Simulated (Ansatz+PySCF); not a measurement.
The numbers below are computed, except where a source is named.
## Ansatz (development build ahead of 0.2.0) run

```yaml
crystal:
  periodic: [false, false, false]
  atoms:
    - { symbol: Li, position_ang: [0.0, 0.0, -1.72344] }
    - { symbol: F, position_ang: [0.0, 0.0, 0.57448] }
basis:
  gaussian: { orbitals: cc-pVDZ }
hamiltonian:
  xc: pbe0
scf:
  omitted_lower_state_checks: [stability, starts, atomic_configurations, cluster_reference, orbital_swaps, given_window_search, neighbouring_geometries, increment]
output:
  forces: true
```

The input is written out in the form of the current development build from the run's settings.

Results

| Property | Result |
| --- | --- |
| Converged | yes |
| Total energy | -107.24356 hartree |
| Spin squared of the determinant | 0.000 |

Forces (eV/Å):
```json
{"atom": "Li1", "Fx": "0.000", "Fy": "0.000", "Fz": "2.850"}
{"atom": "F2", "Fx": "0.000", "Fy": "0.000", "Fz": "-2.850"}
```
